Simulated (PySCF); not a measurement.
Compound: fluorophosphane, FH2P.
SMILES: `FP`

Level of theory: PBE0-D3(BJ)/def2-SVP geometry optimisation, gas phase in PySCF 2.14.0.

Take the most abundant isotopes and a rigid rotor. 

What are A, B and C (cm⁻¹)?

Ia = 3.92, Ib = 34.29, Ic = 34.62 u·Å²; 505379 MHz·u·Å²/I gives 129059, 14739 and 14598 MHz, that is A = 4.30496, B = 0.49165, C = 0.48692 cm⁻¹.

Classify the top.

A near-prolate asymmetric top: κ = (2 × 14739 − 129059 − 14598)/(129059 − 14598) = -1.00.

What does the inertial defect say?

Not planar: Δ = Ic − Ia − Ib = -3.58 u·Å². For a rigid frame Δ = −2 Σ m c², so Σ m c² = 1.79 u·Å² lies off the ab plane: 1.64 from hydrogen and 0.15 from heavier atoms. The atom farthest from that plane is 0.90 Å away.

Give the coordinates in the principal-axis frame, origin at the centre of mass.

The sense of each axis is arbitrary; atoms in the order of the calculation.
```json
{"atom": "F1", "mass (u)": "18.998", "a (Å)": "1.040", "b (Å)": "0.000", "c (Å)": "-0.015"}
{"atom": "P2", "mass (u)": "30.974", "a (Å)": "-0.583", "b (Å)": "0.000", "c (Å)": "0.068"}
{"atom": "H3", "mass (u)": "1.008", "a (Å)": "-0.835", "b (Å)": "-1.027", "c (Å)": "-0.903"}
{"atom": "H4", "mass (u)": "1.008", "a (Å)": "-0.835", "b (Å)": "1.026", "c (Å)": "-0.904"}
```

List the rotational levels J(Ka,Kc) to J = 5 (cm⁻¹).

Above 0(0,0):
J = 1: 1(0,1) 0.9786, 1(1,1) 4.7919, 1(1,0) 4.7966
J = 2: 2(0,2) 2.9357, 2(1,2) 6.7443, 2(1,1) 6.7585, 2(2,1) 18.1984, 2(2,0) 18.1984
J = 3: 3(0,3) 5.8714, 3(1,3) 9.6729, 3(1,2) 9.7013, 3(2,2) 21.1341, 3(2,1) 21.1341, 3(3,1) 40.2125, 3(3,0) 40.2125
J = 4: 4(0,4) 9.7857, 4(1,4) 13.5778, 4(1,3) 13.6250, 4(2,3) 25.0484, 4(2,2) 25.0485, 4(3,2) 44.1268, 4(3,1) 44.1268, 4(4,1) 70.8364, 4(4,0) 70.8364
J = 5: 5(0,5) 14.6785, 5(1,5) 18.4588, 5(1,4) 18.5297, 5(2,4) 29.9413, 5(2,3) 29.9414, 5(3,3) 49.0197, 5(3,2) 49.0197, 5(4,2) 75.7293, 5(4,1) 75.7293, 5(5,1) 110.0703, 5(5,0) 110.0703
The levels of one J sum to (2J + 1)J(J + 1)(A + B + C)/3.

Predict some low-J microwave lines.

The dipole components are |μa| = 1.43 D, |μb| = 0.00 D, |μc| = 0.71 D; the mirror of this Cs structure is the ac plane, so μb vanishes by symmetry and there are no b-type lines. The squared components, which scale the intensities, stand as 1.00 : 0.25 (a : c). Some lines, for components of 0.1 D or more:

```csv
type,branch,"J(Ka,Kc)",MHz,lower level (cm⁻¹)
a,R,"3(0,3) ← 2(0,2)",88010,2.936
a,R,"3(1,2) ← 2(1,1)",88223,6.758
c,Q,"4(1,4) ← 4(0,4)",113684,9.786
c,Q,"1(1,1) ← 1(0,1)",114320,0.979
c,Q,"3(2,2) ← 3(1,2)",342747,9.701
c,R,"3(2,1) ← 2(1,1)",430971,6.758
c,R,"3(2,2) ← 2(1,2)",431396,6.744
c,R,"4(2,3) ← 3(1,3)",460946,9.673
c,R,"3(3,0) ← 2(2,0)",659965,18.198
c,R,"4(3,2) ← 3(2,2)",689302,21.134
c,R,"4(4,1) ← 3(3,1)",918084,40.212
```

Stationary, but not proved a minimum. Constants of a rigid frame at the computed geometry: no zero-point averaging, no centrifugal distortion.
